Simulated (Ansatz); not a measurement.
# OF radical: up Jacob's ladder to CCSD(T)

Aim: compute OF radical with functionals from several rungs and with coupled cluster. The yardstick is the atomisation energy at the CCSD(T) limit.

Method: functionals in def2-TZVPP, the program's frozen cores in correlated methods; program: Ansatz 0.2.0, Gaussian basis.

Levels to be run: LDA (SPW92), PBE-D4, revPBE-D4, BLYP-D4, r2SCAN-D4, B97M-V, PBE0-D4, B3LYP-D4, r2SCANh-D4, r2SCAN0-D4, HSE06-D4, BHLYP-D4, CAM-B3LYP-D4, LC-ωPBE, ωB97X-V, ωB97M-V, B2PLYP, PBE-QIDH; CCSD(T)/def2-SVP; CCSD(T)/def2-TZVPP; CCSD(T)/def2-QZVPP; extrapolation to the limit; RPA on PBE.

## Step 1: The relaxed structure

The geometry comes from an earlier relaxation with PBE0-D4 in a triple-zeta def2 set; it is a stationary point.

SMILES `[O]F`, 2 atoms, charge 0, spin multiplicity 2.

Atoms are counted from 1 here; the program's logs count them from 0.

Bond lengths: O1–F2 1.330 Å.

Geometry (Å):

```xyz
2
FO
O     0.0000    0.0000   -0.0159
F     0.0000    0.0000    1.3144
```

## Step 2: LDA

This LDA is Slater exchange with PW92 correlation.

Input file in.yaml:

```yaml
crystal:
  periodic: [false, false, false]
  atoms:
    - {symbol: O, position_ang: [-0.000000, -0.000000, -0.015949]}
    - {symbol: F, position_ang: [0.000000, 0.000000, 1.314399]}
basis:
  gaussian: {orbitals: def2-TZVPP}
magnetization: {spin_polarized: true, initial_magnetization: 1}
hamiltonian: {xc: lda}
output: {orbitals: {seedname: orbitals}}
```

The run is started by

```console
ansatz run in.yaml --threads 2 --pin off --events-out ev --progress --plain --max-ram 32768MiB --backend cpu
```

The runs that follow: PBE-D4 (GGA); revPBE-D4 (GGA); BLYP-D4 (GGA); r2SCAN-D4 (meta-GGA); B97M-V (meta-GGA); B3LYP-D4 (hybrid); r2SCANh-D4 (hybrid); r2SCAN0-D4 (hybrid); HSE06-D4 (hybrid); BHLYP-D4 (hybrid); CAM-B3LYP-D4 (range-separated); LC-ωPBE (range-separated); ωB97X-V (range-separated); ωB97M-V (range-separated); B2PLYP (double hybrid); PBE-QIDH (double hybrid); CCSD(T) in def2-SVP; CCSD(T) in def2-TZVPP; CCSD(T) in def2-QZVPP; RPA on PBE orbitals.

Q: Predict the results of all the runs planned. Wanted: atomisation energy, CCSD(T)/CBS; farthest beyond LDA; mean size of error, GGA; mean size of error, meta-GGA; mean size of error, hybrid; mean size of error, range-separated; mean size of error, double hybrid; gap, smallest and largest; T1 diagnostic.

As calculated:

| quantity | value |
| --- | --- |
| atomisation energy, CCSD(T)/CBS | 2.228 eV |
| functionals within 0.011 eV (0.5 %) | none; nearest B2PLYP (+0.024 eV) |
| farthest beyond LDA | PBE-D4 (+0.894 eV) |
| mean size of error, GGA | 0.720 eV |
| mean size of error, meta-GGA | 0.240 eV |
| mean size of error, hybrid | 0.250 eV |
| mean size of error, range-separated | 0.211 eV |
| mean size of error, double hybrid | 0.136 eV |
| gap, smallest and largest | 0.03 eV (LDA (SPW92)), 10.14 eV (LC-ωPBE) |
| T1 diagnostic | 0.0284 |
| triples share of the correlation energy | 3.3 % |

In words: The LDA atomisation energy is off by 1.989 eV (89 %): it overbinds. PBE-D4 is off by +0.894 eV. Double hybrids carry the basis error of their MP2 part in triple zeta, and no dispersion term here, so their miss is partly the set-up's. By mean error the best rung here is double hybrid (0.136 eV) and the worst beyond LDA is GGA (0.720 eV). RPA and LDA stand outside this count. Misses under about 0.011 eV are within the doubt on the reference itself, which lacks core-valence correlation, relativity and higher excitations. Hartree-Fock recovers -29 % of the binding; the rest is correlation. CCSD(T) in def2-SVP is off by -0.472 eV, worse than the median functional, from the basis alone. Orbital gaps span 0.0 to 10.1 eV; exact exchange widens them.
